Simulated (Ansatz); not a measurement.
# BSiH2 (quartet): wave-function methods side by side at distance Si1–B2 = 2.231 Å, 6-31G

How much of the correlation energy of BSiH2 (quartet) does each wave-function method recover here?

Program: Ansatz 0.2.0, Gaussian basis. Level of theory: 6-31G, core rule «outside noble gas», up to 6 orbitals frozen. These are calculated values, not measurements.

Plan: UHF; CCSD(T) on ROHF; CCSD(T) on UHF; BCCD(T) on ROHF; CISD as a restricted active space (open shells left free, so some higher excitations enter); CCSDT(Q) on ROHF; CCSDT(Q) on UHF; CCSDTQ on ROHF; CCSDTQ on UHF; CASSCF and MRCISD+Q, 5 electrons in 5 orbitals; CASSCF and NEVPT2, 5 electrons in 5 orbitals; CASSCF and MRCISD+Q, 9 electrons in 10 orbitals; CASSCF and NEVPT2, 9 electrons in 10 orbitals; Full CI.

### 1 The system

The geometry derives from a PBE0/def2-TZVP stationary point (not a proven minimum). One bond is set to the value named and the two fragments are kept rigid.

4 atoms, charge 0, spin multiplicity 4.

Atoms are counted from 1 here; the program's logs count them from 0.

Bond lengths: Si1–H3 1.488 Å, Si1–H4 1.488 Å. Angles: H3–Si1–H4 109.2°.

### 2 UHF

Input file in.yaml:

```yaml
crystal:
  periodic: [false, false, false]
  atoms:
    - {symbol: Si, position_ang: [0.000000, 0.000000, 0.547035]}
    - {symbol: B, position_ang: [0.000000, 0.000000, -1.683965]}
    - {symbol: H, position_ang: [0.000000, 1.212692, 1.409614]}
    - {symbol: H, position_ang: [0.000000, -1.212692, 1.409614]}
basis:
  gaussian: {orbitals: 6-31G}
magnetization: {spin_polarized: true, initial_magnetization: 3}
hamiltonian: {xc: hf}
output: {orbitals: {seedname: orbitals}}
```

Launch:

```bash
> ansatz run in.yaml --threads 1 --pin off --events-out ev --progress --plain --max-ram 4096MiB --backend cpu
```

Further steps of the session: CCSD(T) on ROHF; CCSD(T) on UHF; BCCD(T) on ROHF; CISD as a restricted active space (open shells left free, so some higher excitations enter); CCSDT(Q) on ROHF; CCSDT(Q) on UHF; CCSDTQ on ROHF; CCSDTQ on UHF; CASSCF and MRCISD+Q, 5 electrons in 5 orbitals; CASSCF and NEVPT2, 5 electrons in 5 orbitals; CASSCF and MRCISD+Q, 9 electrons in 10 orbitals; CASSCF and NEVPT2, 9 electrons in 10 orbitals; Full CI.

**Question.** What will the summary of the whole plan be? Wanted: FCI from the RHF energy; RMP2 from FCI; UMP2 from FCI; RCCSD from FCI; RCCSD(T) from FCI; UCCSD(T) from FCI; RCCSDT(Q) from FCI; UCCSDT(Q) from FCI; NEVPT2 pair from FCI.

**Answer**, as computed:

| quantity | value |
| --- | --- |
| FCI from the ROHF energy | -2.8050 eV |
| RMP2 from FCI | +897.4 meV |
| UMP2 from FCI | +907.5 meV |
| RCCSD from FCI | +96.1 meV |
| RCCSD(T) from FCI | +31.7 meV |
| UCCSD(T) from FCI | +31.0 meV |
| RCCSDT(Q) from FCI | +1.6 meV |
| UCCSDT(Q) from FCI | +1.0 meV |
| NEVPT2 pair from FCI | +821.0 meV |
| NEVPT2 valence from FCI | +249.3 meV |
| MRCISD+Q valence from FCI | +15.1 meV |
| levels within 1 kcal/mol (43 meV) | RCCSD(T), UCCSD(T), BCCD(T), RCCSDT, UCCSDT, RCCSDT(Q), UCCSDT(Q), RCCSDTQ, UCCSDTQ, MRCISD valence, MRCISD+Q valence |
| T1 diagnostic | 0.034 |
| effectively unpaired electrons | 3.05 |

In words: RCCSD(T) lands +31.7 meV from the yardstick (1.1 % of the correlation energy). One determinant dominates. Of the multireference levels listed MRCISD+Q valence comes nearest in total energy (+15.1 meV), which doesn't show that its space is the better one. These misses are within one basis, not against nature; the frozen cores of restricted and unrestricted runs differ, which can shift their rows.

Levels on UHF freeze UHF's core orbitals, full CI those of ROHF, so the U rows can settle a little off it for that reason alone.

With open shells the CI space here admits some higher excitations, so it is larger than plain CISD.
